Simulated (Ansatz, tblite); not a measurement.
# B(NH2)3 (BN3H6): charged states by level of theory

Aim: the energy of removing an electron for B(NH2)3 (BN3H6), by energy differences, and how well orbital energies stand in for it.

Computed with Ansatz 0.2.0, Gaussian basis. Level: as each input shows.

The runs, in order: charge +1 doublet, at the geometry of the singlet (PBE0-D4/def2-TZVP, PBE-D4/def2-TZVP, r2SCAN-D4/def2-TZVP, B2PLYP/def2-TZVP, r2SCANh-D4/def2-TZVP, B3LYP-D4/def2-TZVP, r2SCAN0-D4/def2-TZVP, CAM-B3LYP-D4/def2-TZVP); the starting singlet's energies come from earlier runs.

### Step 1. The relaxed structure

The singlet was relaxed beforehand with PBE-D4/def2-SVP.

10 atoms, charge 0, spin multiplicity 1.

Atoms are counted from 1 here; the program's logs count them from 0.

Bond lengths: B1–N2 1.438 Å, B1–N5 1.440 Å, B1–N8 1.443 Å, N2–H3 1.018 Å, N2–H4 1.018 Å, N5–H6 1.018 Å, N5–H7 1.018 Å, N8–H9 1.019 Å, N8–H10 1.019 Å. Angles: N2–B1–N5 120.1°, N2–B1–N8 120.1°, N5–B1–N8 119.7°, B1–N2–H3 121.9°, B1–N2–H4 122.0°, H3–N2–H4 112.3°, B1–N5–H6 121.1°, B1–N5–H7 121.6°, H6–N5–H7 112.1°, B1–N8–H9 120.3°, B1–N8–H10 120.0°, H9–N8–H10 111.2°.

### Step 2. Charge +1 doublet at the fixed geometry, first pass, PBE0-D4/def2-SVP

File in.yaml:

```yaml
crystal:
  periodic: [false, false, false]
  atoms:
    - {symbol: B, position_ang: [-0.004092, 0.000080, -0.015138]}
    - {symbol: N, position_ang: [1.429803, -0.009715, -0.129648]}
    - {symbol: H, position_ang: [1.974050, -0.858274, 0.010122]}
    - {symbol: H, position_ang: [1.987410, 0.832324, -0.002858]}
    - {symbol: N, position_ang: [-0.726756, 1.243876, -0.084647]}
    - {symbol: H, position_ang: [-1.700542, 1.303707, 0.206600]}
    - {symbol: H, position_ang: [-0.251856, 2.142067, -0.018206]}
    - {symbol: N, position_ang: [-0.726161, -1.238921, 0.146988]}
    - {symbol: H, position_ang: [-0.264170, -2.130126, -0.028830]}
    - {symbol: H, position_ang: [-1.717676, -1.285018, -0.084385]}
basis:
  gaussian: {orbitals: def2-SVP}
total_charge: 1
magnetization: {spin_polarized: true, initial_magnetization: 1}
hamiltonian: {xc: pbe0, dispersion: d4}
output: {orbitals: {seedname: orbitals}}
```

Started as:

```console
ansatz run in.yaml --threads 2 --pin off --events-out ev --progress --plain --max-ram 4352MiB
```

The log of the run:

```text
Functional definition: PBE0
  name "PBE0"
  cite "Adamo & Barone, J. Chem. Phys. 110, 6158 (1999) doi:10.1063/1.478522"
  cite "Perdew, Burke & Ernzerhof, Phys. Rev. Lett. 77, 3865 (1996) doi:10.1103/PhysRevLett.77.3865"
  parent pbe
  parameter a = 0.25
  parameter kappa = 0.804
  parameter beta = 0.06672455060314922
  exchange = (1 - a)*pbe_x(kappa = kappa, mu = beta*pi^2/3) + a*exact_x
  correlation = pbe_c(beta = beta)
1018 factors; their error is unknown
mean field evaluation 1: about -5214.5856 eV, gradient 5.9e1 eV
mean field evaluation 2: about -5205.2327 eV, gradient 7.0e1 eV
mean field evaluation 4: about -5228.6192 eV, gradient 4.4e0 eV
mean field evaluation 8: about -5228.7408 eV, gradient 4.0e-1 eV
mean field evaluation 16: about -5228.7327 eV, gradient 5.3e-2 eV
mean field evaluation 32: about -5228.7327 eV, gradient 6.3e-6 eV
mean field -5228.73273145 eV, -192.1523837186 hartree, gradient 5.5e-6 eV, S^2 0.762154; 3 other end points of the search recorded, 0 dependent functions left out
reference -5228.73275404 eV, -192.1523845485 hartree; 16, 15 occupied and 70, 71 virtual orbitals, 1018 factors
Total energy: -5228.83363030 eV, -192.1560916829 hartree
```

Wall time 11 s (2 threads of Arm Neoverse V2, shared host).

From the report: HOMO -12.11 eV, LUMO -10.98 eV (over both spins); ⟨S²⟩ 0.762 (pure: 0.75); the next solution that the search met lies 0.026 eV higher.

### Step 3. Charge +1 doublet at the fixed geometry, PBE0-D4/def2-TZVP

start.molden holds the orbitals of an earlier run on this state, given as this run's starting guess.

Changes to in.yaml since step 2:

```diff
@@ -14,3 +14,3 @@
 basis:
-  gaussian: {orbitals: def2-SVP}
+  gaussian: {orbitals: def2-TZVP, initial_orbitals: start.molden}
 total_charge: 1
@@ -18,2 +18,3 @@
 hamiltonian: {xc: pbe0, dispersion: d4}
+scf: {omitted_lower_state_checks: [starts]}
 output: {orbitals: {seedname: orbitals}}
```

Same command.

The log of the run:

```text
Functional definition: PBE0
  name "PBE0"
  cite "Adamo & Barone, J. Chem. Phys. 110, 6158 (1999) doi:10.1063/1.478522"
  cite "Perdew, Burke & Ernzerhof, Phys. Rev. Lett. 77, 3865 (1996) doi:10.1103/PhysRevLett.77.3865"
  parent pbe
  parameter a = 0.25
  parameter kappa = 0.804
  parameter beta = 0.06672455060314922
  exchange = (1 - a)*pbe_x(kappa = kappa, mu = beta*pi^2/3) + a*exact_x
  correlation = pbe_c(beta = beta)
these checks for a lower state are left out or cut short: starts
898 factors; their error is unknown
mean field evaluation 1: about -5231.8866 eV, gradient 8.2e1 eV
mean field evaluation 2: about -5234.5156 eV, gradient 2.7e0 eV
mean field evaluation 4: about -5234.5497 eV, gradient 2.6e-1 eV
mean field evaluation 8: about -5234.5500 eV, gradient 6.1e-4 eV
mean field -5234.54997666 eV, -192.3661635369 hartree, gradient 4.9e-6 eV, S^2 0.763201; 0 other end points of the search recorded, 0 dependent functions left out
reference -5234.55000079 eV, -192.3661644236 hartree; 16, 15 occupied and 144, 145 virtual orbitals, 898 factors
Total energy: -5234.65087706 eV, -192.3698715580 hartree
Checks for a lower state left out: starts
```

Wall time 8.5 s (2 threads of Arm Neoverse V2, shared host).

HOMO -12.27 eV, LUMO -11.10 eV (over both spins); ⟨S²⟩ 0.763 (pure: 0.75).

### Step 4. Charge +1 doublet at the fixed geometry, PBE-D4/def2-TZVP

Changes to in.yaml since step 3:

```diff
@@ -17,3 +17,3 @@
 magnetization: {spin_polarized: true, initial_magnetization: 1}
-hamiltonian: {xc: pbe0, dispersion: d4}
+hamiltonian: {xc: pbe, dispersion: d4}
 scf: {omitted_lower_state_checks: [starts]}
```

Launched as before.

The log of the run:

```text
Functional definition: PBE
  name "PBE"
  cite "Perdew, Burke & Ernzerhof, Phys. Rev. Lett. 77, 3865 (1996) doi:10.1103/PhysRevLett.77.3865"
  parent pbe
  parameter kappa = 0.804
  parameter beta = 0.06672455060314922
  exchange = pbe_x(kappa = kappa, mu = beta*pi^2/3)
  correlation = pbe_c(beta = beta)
these checks for a lower state are left out or cut short: starts
898 factors; their error is unknown
mean field evaluation 1: about -5234.3064 eV, gradient 5.9e0 eV
mean field evaluation 2: about -5234.4202 eV, gradient 2.2e-1 eV
mean field evaluation 4: about -5234.3999 eV, gradient 1.7e-2 eV
mean field evaluation 8: about -5234.3999 eV, gradient 1.0e-5 eV
mean field -5234.39988577 eV, -192.3606477984 hartree, gradient 1.0e-5 eV, S^2 0.754517; 0 other end points of the search recorded, 0 dependent functions left out
reference -5234.39991850 eV, -192.3606490010 hartree; 16, 15 occupied and 144, 145 virtual orbitals, 898 factors
Total energy: -5234.52174368 eV, -192.3651259940 hartree
Checks for a lower state left out: starts
```

It took 3.1 s on 2 threads of Arm Neoverse V2, shared host.

From the report: HOMO -11.41 eV, LUMO -11.86 eV (over both spins; with the spin held, an empty level of the minority spin lies below the top filled one); ⟨S²⟩ 0.755 (pure: 0.75).

### Step 5. Charge +1 doublet at the fixed geometry, r2SCAN-D4/def2-TZVP

Changes to in.yaml since step 4:

```diff
@@ -17,3 +17,3 @@
 magnetization: {spin_polarized: true, initial_magnetization: 1}
-hamiltonian: {xc: pbe, dispersion: d4}
+hamiltonian: {xc: r2scan, dispersion: d4}
 scf: {omitted_lower_state_checks: [starts]}
```

The command is unchanged.

The log of the run:

```text
Functional definition: r2SCAN
  name "r2SCAN"
  cite "Furness, Kaplan, Ning, Perdew & Sun, J. Phys. Chem. Lett. 11, 8208 (2020) doi:10.1021/acs.jpclett.0c02405"
  cite "Furness, Kaplan, Ning, Perdew & Sun, J. Phys. Chem. Lett. 11, 9248 (2020) doi:10.1021/acs.jpclett.0c03077"
  parent r2scan
  parameter k0 = 0.174
  parameter k1 = 0.065
  parameter a1 = 4.9479
  exchange = r2scan_x(k0 = k0, k1 = k1, a1 = a1)
  correlation = r2scan_c
these checks for a lower state are left out or cut short: starts
898 factors; their error is unknown
mean field evaluation 1: about -5237.9458 eV, gradient 3.0e0 eV
mean field evaluation 2: about -5237.9756 eV, gradient 6.6e-2 eV
mean field evaluation 4: about -5237.9588 eV, gradient 6.4e-3 eV
mean field evaluation 8: about -5237.9588 eV, gradient 1.3e-5 eV
mean field -5237.95879456 eV, -192.4914352842 hartree, gradient 1.3e-5 eV, S^2 0.761339; 0 other end points of the search recorded, 0 dependent functions left out
reference -5237.95880510 eV, -192.4914356714 hartree; 16, 15 occupied and 144, 145 virtual orbitals, 898 factors
Total energy: -5237.98865657 eV, -192.4925326926 hartree
Checks for a lower state left out: starts
```

Run time: 8 s. Hardware: 2 threads of Arm Neoverse V2, shared host.

HOMO -11.45 eV, LUMO -11.72 eV (over both spins; with the spin held, an empty level of the minority spin lies below the top filled one); ⟨S²⟩ 0.761 (pure: 0.75).

### Step 6. Charge +1 doublet at the fixed geometry, B2PLYP/def2-TZVP

Changes to in.yaml since step 5:

```diff
@@ -17,4 +17,3 @@
 magnetization: {spin_polarized: true, initial_magnetization: 1}
-hamiltonian: {xc: r2scan, dispersion: d4}
+hamiltonian: {xc: {name: B2PLYP}}
 scf: {omitted_lower_state_checks: [starts]}
-output: {orbitals: {seedname: orbitals}}
```

Same command.

The log of the run (excerpt; [...] marks lines left out):

```text
Functional definition: B2PLYP
  name "B2PLYP"
  cite "Grimme, J. Chem. Phys. 124, 034108 (2006) doi:10.1063/1.2148954"
  cite "Becke, Phys. Rev. A 38, 3098 (1988) doi:10.1103/PhysRevA.38.3098"
  cite "Lee, Yang & Parr, Phys. Rev. B 37, 785 (1988) doi:10.1103/PhysRevB.37.785"
[...]
1099 factors; integrals over basis functions are off by at most 1.1e-3 eV
[...]
mean field -5230.04012770 eV, -192.2004296446 hartree, gradient 2.6e-6 eV, S^2 0.794287; 0 other end points of the search recorded, 0 dependent functions left out
4 core orbitals not correlated: weight in the atoms' cores, before any rotation towards them, 1.000 or more for the frozen orbitals, at most 0.000 for the correlated occupied ones
reference -5230.04026278 eV, -192.2004346087 hartree; 12, 11 occupied and 144, 145 virtual orbitals, 1099 factors
second order -22.99291298 eV of doubles, -0.00000000 eV of singles
Total energy: -5236.24834929 eV, -192.4285775798 hartree
Checks for a lower state left out: starts
```

Run time: 8.5 s. Hardware: 2 threads of Arm Neoverse V2, shared host.

Report: ⟨S²⟩ 0.794 (pure: 0.75).

### Step 7. Charge +1 doublet at the fixed geometry, r2SCANh-D4/def2-TZVP

Changes to in.yaml since step 6:

```diff
@@ -17,3 +17,4 @@
 magnetization: {spin_polarized: true, initial_magnetization: 1}
-hamiltonian: {xc: {name: B2PLYP}}
+hamiltonian: {xc: {name: r2SCANh}, dispersion: d4}
 scf: {omitted_lower_state_checks: [starts]}
+output: {orbitals: {seedname: orbitals}}
```

The command is unchanged.

The log of the run (excerpt; [...] marks lines left out):

```text
Functional definition: r2SCANh
  name "r2SCANh"
  cite "Bursch, Neugebauer, Ehlert & Grimme, J. Chem. Phys. 156, 134105 (2022) doi:10.1063/5.0086040"
  cite "Furness, Kaplan, Ning, Perdew & Sun, J. Phys. Chem. Lett. 11, 8208 (2020) doi:10.1021/acs.jpclett.0c02405"
  cite "Furness, Kaplan, Ning, Perdew & Sun, J. Phys. Chem. Lett. 11, 9248 (2020) doi:10.1021/acs.jpclett.0c03077"
  parent r2scan
[...]
898 factors; their error is unknown
[...]
mean field -5237.60041888 eV, -192.4782652206 hartree, gradient 1.3e-5 eV, S^2 0.764853; 0 other end points of the search recorded, 0 dependent functions left out
reference -5237.60042849 eV, -192.4782655740 hartree; 16, 15 occupied and 144, 145 virtual orbitals, 898 factors
Total energy: -5237.63146401 eV, -192.4794061083 hartree
Checks for a lower state left out: starts
```

It took 9.5 s on 2 threads of Arm Neoverse V2, shared host.

Report: HOMO -11.79 eV, LUMO -11.40 eV (over both spins); ⟨S²⟩ 0.765 (pure: 0.75).

### Step 8. Charge +1 doublet at the fixed geometry, B3LYP-D4/def2-TZVP

Changes to in.yaml since step 7:

```diff
@@ -17,3 +17,3 @@
 magnetization: {spin_polarized: true, initial_magnetization: 1}
-hamiltonian: {xc: {name: r2SCANh}, dispersion: d4}
+hamiltonian: {xc: {name: B3LYP}, dispersion: d4}
 scf: {omitted_lower_state_checks: [starts]}
```

The command is unchanged.

The log of the run (excerpt; [...] marks lines left out):

```text
Functional definition: B3LYP
  name "B3LYP"
  cite "Stephens, Devlin, Chabalowski & Frisch, J. Phys. Chem. 98, 11623 (1994) doi:10.1021/j100096a001"
  cite "Becke, Phys. Rev. A 38, 3098 (1988) doi:10.1103/PhysRevA.38.3098"
  cite "Lee, Yang & Parr, Phys. Rev. B 37, 785 (1988) doi:10.1103/PhysRevB.37.785"
  cite "Vosko, Wilk & Nusair, Can. J. Phys. 58, 1200 (1980) doi:10.1139/p80-159"
[...]
898 factors; their error is unknown
[...]
mean field -5241.06838653 eV, -192.6057106812 hartree, gradient 8.0e-6 eV, S^2 0.760430; 0 other end points of the search recorded, 0 dependent functions left out
reference -5241.06859817 eV, -192.6057184587 hartree; 16, 15 occupied and 144, 145 virtual orbitals, 898 factors
Total energy: -5241.26370642 eV, -192.6128885547 hartree
Checks for a lower state left out: starts
```

It took 8.5 s on 2 threads of Arm Neoverse V2, shared host.

Report: HOMO -12.15 eV, LUMO -11.36 eV (over both spins); ⟨S²⟩ 0.760 (pure: 0.75).

### Step 9. Charge +1 doublet at the fixed geometry, r2SCAN0-D4/def2-TZVP

Changes to in.yaml since step 8:

```diff
@@ -17,3 +17,3 @@
 magnetization: {spin_polarized: true, initial_magnetization: 1}
-hamiltonian: {xc: {name: B3LYP}, dispersion: d4}
+hamiltonian: {xc: {name: r2SCAN0}, dispersion: d4}
 scf: {omitted_lower_state_checks: [starts]}
```

Same command.

The log of the run (excerpt; [...] marks lines left out):

```text
Functional definition: r2SCAN0
  name "r2SCAN0"
  cite "Bursch, Neugebauer, Ehlert & Grimme, J. Chem. Phys. 156, 134105 (2022) doi:10.1063/5.0086040"
  cite "Furness, Kaplan, Ning, Perdew & Sun, J. Phys. Chem. Lett. 11, 8208 (2020) doi:10.1021/acs.jpclett.0c02405"
  cite "Furness, Kaplan, Ning, Perdew & Sun, J. Phys. Chem. Lett. 11, 9248 (2020) doi:10.1021/acs.jpclett.0c03077"
  parent r2scan
[...]
898 factors; their error is unknown
[...]
mean field -5237.10253083 eV, -192.4599681725 hartree, gradient 9.3e-6 eV, S^2 0.771467; 0 other end points of the search recorded, 0 dependent functions left out
reference -5237.10253912 eV, -192.4599684769 hartree; 16, 15 occupied and 144, 145 virtual orbitals, 898 factors
Total energy: -5237.13662876 eV, -192.4612212483 hartree
Checks for a lower state left out: starts
```

It took 16 s on 2 threads of Arm Neoverse V2, shared host.

HOMO -12.33 eV, LUMO -10.89 eV (over both spins); ⟨S²⟩ 0.771 (pure: 0.75).

### Step 10. Charge +1 doublet at the fixed geometry, CAM-B3LYP-D4/def2-TZVP

Changes to in.yaml since step 9:

```diff
@@ -17,3 +17,3 @@
 magnetization: {spin_polarized: true, initial_magnetization: 1}
-hamiltonian: {xc: {name: r2SCAN0}, dispersion: d4}
+hamiltonian: {xc: {name: CAM-B3LYP}, dispersion: d4}
 scf: {omitted_lower_state_checks: [starts]}
```

Launched as before.

The log of the run (excerpt; [...] marks lines left out):

```text
Functional definition: CAM-B3LYP
  name "CAM-B3LYP"
  cite "Yanai, Tew & Handy, Chem. Phys. Lett. 393, 51 (2004) doi:10.1016/j.cplett.2004.06.011"
  cite "Iikura, Tsuneda, Yanai & Hirao, J. Chem. Phys. 115, 3540 (2001) doi:10.1063/1.1383587"
  cite "Becke, Phys. Rev. A 38, 3098 (1988) doi:10.1103/PhysRevA.38.3098"
  cite "Lee, Yang & Parr, Phys. Rev. B 37, 785 (1988) doi:10.1103/PhysRevB.37.785"
  cite "Vosko, Wilk & Nusair, Can. J. Phys. 58, 1200 (1980) doi:10.1139/p80-159"
[...]
  # Exact exchange under (alpha + beta erf(omega r))/r, Becke's under what is left of 1/r.
[...]
898 factors; their error is unknown
294 factors; integrals over basis functions are off by at most 1.5e-5 eV
[...]
mean field -5238.17941490 eV, -192.4995429320 hartree, gradient 6.6e-6 eV, S^2 0.771816; 0 other end points of the search recorded, 0 dependent functions left out
reference -5238.17951904 eV, -192.4995467592 hartree; 16, 15 occupied and 144, 145 virtual orbitals, 898 factors
Total energy: -5238.27933703 eV, -192.5032150026 hartree
Checks for a lower state left out: starts
```

It took 9.5 s on 2 threads of Arm Neoverse V2, shared host.

Report: HOMO -13.56 eV, LUMO -10.15 eV (over both spins); ⟨S²⟩ 0.772 (pure: 0.75).

### Step 11. Vertical ionisation energy

Charged state less starting state, singlet to doublet; the starting state's energies are those of its earlier runs.

```tsv
level	vertical ionisation energy (eV)	time
PBE-D4/def2-TZVP	+8.57	5 s
r2SCAN-D4/def2-TZVP	+8.67	11 s
r2SCANh-D4/def2-TZVP	+8.78	13 s
B3LYP-D4/def2-TZVP	+8.92	10 s
PBE0-D4/def2-TZVP	+8.90	11 s
r2SCAN0-D4/def2-TZVP	+8.93	19 s
CAM-B3LYP-D4/def2-TZVP	+9.14	12 s
B2PLYP/def2-TZVP	+9.01	17 s
```

Times add the two runs; a level without a time comes out of a correlated run.

Beside −ε(HOMO) of the starting state:

```tsv
level	−ε(HOMO) (eV)	by difference (eV)	mismatch (eV)
PBE-D4/def2-TZVP	5.19	8.57	-3.38
r2SCAN-D4/def2-TZVP	5.50	8.67	-3.17
r2SCANh-D4/def2-TZVP	6.05	8.78	-2.73
B3LYP-D4/def2-TZVP	6.41	8.92	-2.51
PBE0-D4/def2-TZVP	6.65	8.90	-2.25
r2SCAN0-D4/def2-TZVP	6.87	8.93	-2.06
CAM-B3LYP-D4/def2-TZVP	8.11	9.14	-1.03
```

### Step 12. What came out

| quantity | value |
| --- | --- |
| vertical ionisation energy, functionals in def2-TZVP | 8.57 (PBE-D4) to 9.14 eV (CAM-B3LYP-D4) |

What this shows: The vertical ionisation energy spans 8.57 to 9.14 eV over the functionals. −ε(HOMO) misses the level's own difference by -1.03 eV at best (CAM-B3LYP-D4) and -3.38 eV at worst (PBE-D4).
